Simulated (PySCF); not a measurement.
How methods differ on the electron affinity of C

C- [He] 2s2 2p3 (4S) → C [He] 2s2 2p2 (3P), as a difference of total energies. Calculation: PySCF 2.14, in aug-cc-pVDZ-DK (4s3p2d, 23 functions); scalar relativity by spin-free X2C-1e. Correlated levels: valence: 1s2 frozen. The calculations carry no spin-orbit coupling.

```csv
method,electron affinity (eV)
UHF,0.464
MP2 (valence),1.184
SCS-MP2 (valence),0.918
CCSD (valence),1.093
CCSD(T) (valence),1.140
CCSDT (valence),1.150
```

Question: How much does correlation contribute at CCSD(T) (valence)?

Answer: 1.140 − (0.464) = 0.676 eV, measured against UHF.

Errors of the correlated levels include the incompleteness of this basis and the frozen core.

For comparison: 1.262 eV (measured; photodetachment measurements, as compiled on the Wikipedia data page of electron affinities).
